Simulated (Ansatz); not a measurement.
**H3O (doublet): the correlation ladder at distance H1–H2 along a hydrogen transfer = 0.962 Å, cc-pVDZ**

How much of the correlation energy of H3O (doublet) does each wave-function method recover here?

Computed with Ansatz 0.2.0, Gaussian basis. Level: cc-pVDZ, core rule «outside noble gas», up to 1 orbitals frozen.

To be run: UHF; CCSD(T) on ROHF; CCSD(T) on UHF; BCCD(T) on ROHF; CISD; CCSDT(Q) on ROHF; CCSDT(Q) on UHF; CCSDTQ on ROHF; CCSDTQ on UHF; CASSCF and MRCISD+Q, 3 electrons in 3 orbitals; CASSCF and NEVPT2, 3 electrons in 3 orbitals; CASSCF and MRCISD+Q, 9 electrons in 7 orbitals; CASSCF and NEVPT4(SD), 9 electrons in 7 orbitals; CASSCF and NEVPT2, 9 electrons in 7 orbitals.

## 1. The system

The geometry derives from fragments relaxed apart (PBE0/def2-TZVP) and kept rigid, so it is no stationary point. A hydrogen atom is moved between rigid fragments.

4 atoms, charge 0, spin multiplicity 2.

Atoms are counted from 1 here; the program's logs count them from 0.

Bond lengths: H2–O3 0.990 Å, O3–H4 0.973 Å. Angles: H2–O3–H4 105.0°.

## 2. UHF

File in.yaml:

```yaml
crystal:
  periodic: [false, false, false]
  atoms:
    - {symbol: H, position_ang: [-1.809464, 0.049803, 0.000000]}
    - {symbol: H, position_ang: [-0.847464, 0.049803, 0.000000]}
    - {symbol: O, position_ang: [0.142536, 0.049803, 0.000000]}
    - {symbol: H, position_ang: [0.394395, -0.890147, 0.000000]}
basis:
  gaussian: {orbitals: cc-pVDZ}
magnetization: {spin_polarized: true, initial_magnetization: 1}
hamiltonian: {xc: hf}
output: {orbitals: {seedname: orbitals}}
```

Command:

```
ansatz run in.yaml --threads 1 --pin off --events-out ev --progress --plain --max-ram 4096MiB --backend cpu
```

The runs that follow: CCSD(T) on ROHF; CCSD(T) on UHF; BCCD(T) on ROHF; CISD; CCSDT(Q) on ROHF; CCSDT(Q) on UHF; CCSDTQ on ROHF; CCSDTQ on UHF; CASSCF and MRCISD+Q, 3 electrons in 3 orbitals; CASSCF and NEVPT2, 3 electrons in 3 orbitals; CASSCF and MRCISD+Q, 9 electrons in 7 orbitals; CASSCF and NEVPT4(SD), 9 electrons in 7 orbitals; CASSCF and NEVPT2, 9 electrons in 7 orbitals.

Q: Predict the results of all the runs planned. Wanted: UCCSDTQ below the RHF energy; RMP2 from UCCSDTQ; UMP2 from UCCSDTQ; RCCSD from UCCSDTQ; RCCSD(T) from UCCSDTQ; UCCSD(T) from UCCSDTQ; RCCSDT(Q) from UCCSDTQ; UCCSDT(Q) from UCCSDTQ; NEVPT2 pair from UCCSDTQ.

**Answer**, as computed:

```
                         quantity                                                                                         value
     UCCSDTQ below the RHF energy                                                                                    -6.2920 eV
                RMP2 from UCCSDTQ                                                                                  +42.0 kJ/mol
                UMP2 from UCCSDTQ                                                                                  +43.5 kJ/mol
               RCCSD from UCCSDTQ                                                                                  +12.2 kJ/mol
            RCCSD(T) from UCCSDTQ                                                                                   +2.0 kJ/mol
            UCCSD(T) from UCCSDTQ                                                                                   +2.0 kJ/mol
           RCCSDT(Q) from UCCSDTQ                                                                                   -0.1 kJ/mol
           UCCSDT(Q) from UCCSDTQ                                                                                   -0.1 kJ/mol
         NEVPT2 pair from UCCSDTQ                                                                                  +40.6 kJ/mol
      NEVPT2 valence from UCCSDTQ                                                                                  +67.4 kJ/mol
  NEVPT4(SD) valence from UCCSDTQ                                                                                   +6.3 kJ/mol
levels within 1 kcal/mol (43 meV)  RCCSD(T), UCCSD(T), BCCD(T), RCCSDT, UCCSDT, RCCSDT(Q), UCCSDT(Q), RCCSDTQ, MRCISD+Q valence
                    T1 diagnostic                                                                                         0.023
   effectively unpaired electrons                                                                                          1.01
```

**Reading.** RCCSD(T) lands +2.0 kJ/mol from the yardstick (0.3 % of the correlation energy). One determinant dominates. Of the multireference levels listed MRCISD+Q valence comes nearest in total energy (+2.1 kJ/mol), which doesn't show that its space is the better one. These misses are within one basis, not against nature; the frozen cores of restricted and unrestricted runs differ, which can shift their rows.
